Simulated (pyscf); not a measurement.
## Hydrogen abstraction: amino radical (NH₂•) + ammonia (NH₃) -> ammonia (NH₃) + amino radical (NH₂•)

Gas phase, doublet surface, charge 0. Bonds broken: N5–H6. Bonds formed: N1–H6. Structures and frequencies: ωB97X-D3(BJ)/def2-SVP in PySCF. Correlated levels are frozen-core, on RHF or UHF. ΔMP2 is the change of the MP2 total energy from the triple- to the quadruple-zeta basis.

Transition state (Å):

```xyz
7

N     -0.4231     0.8977     0.4458
H     -1.1279    -1.6298    -0.3049
H     -0.9541     0.5188     1.2391
H      0.5579     0.7681     0.7210
N     -0.5825    -1.0556    -0.9589
H     -0.6091     0.0927    -0.4833
H      0.3831    -1.3789    -0.8251
```

One imaginary mode, 1799i cm⁻¹; descent along it reached the two sides named.

| bond | change | reactant side (Å) | saddle | product side |
|---|---|---|---|---|
| N5–H6 | breaks | 1.023 | 1.243 | 2.224 |
| N1–H6 | forms | 2.229 | 1.243 | 1.023 |

Electronic energies relative to the separated reactants (kcal/mol):

```
level                             barrier  reaction energy  reverse barrier
--------------------------------  -------  ---------------  ---------------
ωB97X-D3(BJ)/def2-TZVP                9.8              0.0              9.8
PBE/def2-TZVP                        -1.4              0.0             -1.4
r²SCAN/def2-TZVP                      3.0              0.0              3.0
B3LYP-D3(BJ)/def2-TZVP                5.3              0.0              5.3
PBE0-D3(BJ)/def2-TZVP                 5.3              0.0              5.3
M06-2X/def2-TZVP                      9.7              0.0              9.7
ωB97M-D3(BJ)/def2-TZVP                9.9              0.0              9.9
HF/def2-TZVP                         31.2              0.0             31.2
MP2/def2-QZVPP                       12.6              0.0             12.6
CCSD/def2-TZVPP                      14.9              0.0             14.9
CCSD(T)/def2-TZVPP                   11.9              0.0             11.9
CCSD(T)/def2-TZVPP + ΔMP2(QZVPP)     11.8              0.0             11.8
```

With CCSD(T)/def2-TZVPP + ΔMP2(QZVPP) energies and thermal terms (ideal gas, 1 atm, RRHO with modes under 100 cm⁻¹ raised to 100, one conformer, R ln 2 for rigid chiral ones), in kcal/mol:

```json
[
 {"T (K)": "298", "ΔH‡": "10.5", "ΔG‡": "19.5", "ΔH": "0.0", "ΔG": "0.0"},
 {"T (K)": "600", "ΔH‡": "10.6", "ΔG‡": "28.6", "ΔH": "0.0", "ΔG": "0.0"},
 {"T (K)": "900", "ΔH‡": "11.3", "ΔG‡": "37.5", "ΔH": "0.0", "ΔG": "0.0"},
 {"T (K)": "1200", "ΔH‡": "12.1", "ΔG‡": "46.1", "ΔH": "0.0", "ΔG": "0.0"}
]
```

At PBE this geometry lies under the reactants; that is no barrier but a single point on another level's saddle; such a level's own saddle, if it has one, lies nearer that side and is low. At PBE this geometry lies under the product side: in single points on another level's saddle the reverse barrier vanishes, and the forward threshold there is about the reaction energy. This is the saddle that the search found; another between the same sides may lie lower. The angle at the transferred H is 152°. The CCSD(T) − MP2 part came from Ansatz, without density fitting, on the same reference.
